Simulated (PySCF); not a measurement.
**Ionisation energy of O by level of theory**

O [He] 2s2 2p4 (3P) → O⁺ [He] 2s2 2p3 (4S), as a difference of total energies. Calculation: PySCF 2.14, in Sapporo-DZP-2012; the spin-free X2C one-electron Hamiltonian (Gaussian nucleus). Correlated levels: valence: 1s2 frozen. The calculations carry no spin-orbit coupling.

```csv
method,ionisation energy (eV),error (eV)
UHF,11.961,-1.647
TPSS,13.818,+0.210
PBE0,13.668,+0.060
MP2 (valence),12.904,-0.704
SCS-MP2 (valence),12.919,-0.689
CCSD (valence),12.892,-0.716
CCSD(T) (valence),12.900,-0.708
```

Reference: 13.608 eV (measured; NIST levels, between the centres of gravity of the two terms).

Errors of the correlated levels include the incompleteness of this basis and the frozen core.
